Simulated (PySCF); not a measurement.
# CN₂: from structure and modes to constants

Method: UPBE in PySCF with C def2-TZVP, N def2-TZVP; no relativity; density-fitted integrals.

The triplet minimum has D∞h symmetry. Masses (u): C 12.00000, N 14.00307.

```xyz
3
charge 0 multiplicity 3, angstrom
C     0.0000    0.0000    0.0000
N     0.0000    0.0000    1.2350
N     0.0000    0.0000   -1.2350
```

Harmonic wavenumbers (cm⁻¹): 430.1 (πu, ×2), 1239.8 (σg+, ×1), 1616.9 (σu+, ×1).

(1) Find the principal moments of inertia and the rotational constants. What kind of rotor is it?

(2) What is the harmonic zero-point energy?

(3) Find the vibrational entropy and heat capacity at 298.15 K.

(4) Give the standard entropy (298.15 K, 1 bar) by its translational, rotational, vibrational and spin parts, and Cp.

(5) Find the bond force constant k and the stretch–stretch coupling k′ of the valence force field.

## Answers

(1) About the centre of mass I = 42.713 u Å². With B = 16.8576/I this gives 0.3947 cm⁻¹. The molecule is linear.

(2) Half the sum of all 4 wavenumbers, 3717/2 = 1859 cm⁻¹, which is 22.2 kJ/mol (1 cm⁻¹ = 0.0119627 kJ/mol).

(3) With u = 1.43878 ω/T, each mode gives S = R[u/(eᵘ−1) − ln(1−e⁻ᵘ)] and C = R u² eᵘ/(eᵘ−1)².
| ω (cm⁻¹) | u | S (J/(mol K)) | C (J/(mol K)) |
| --- | --- | --- | --- |
| 430.1 (×2) | 2.076 | 3.59 | 5.88 |
| 1239.8 | 5.983 | 0.15 | 0.75 |
| 1616.9 | 7.803 | 0.03 | 0.21 |
The sums over all modes are S = 7.4 and C = 12.7 J/(mol K); the softest mode gives 49 % of the entropy (each member, where degenerate).

(4) Sackur–Tetrode with M = 40.01 u gives 154.9; rotation with symmetry number 2 gives 54.6; vibration 7.4; spin R ln 3 = 9.1. The total is 226.0 J/(mol K), and Cp = 7/2 R + 12.7 = 41.8 J/(mol K).

(5) For linear XMX, 4π²c²ω(σg)² = (k + k′)/mX and 4π²c²ω(σu)² = (k − k′)(1 + 2mX/mM)/mX. So k + k′ = 12.682 and k − k′ = 6.470 mdyn/Å, giving k = 9.576 and k′ = 3.106 mdyn/Å.

Only a few start shapes were tried, so a lower isomer may exist.
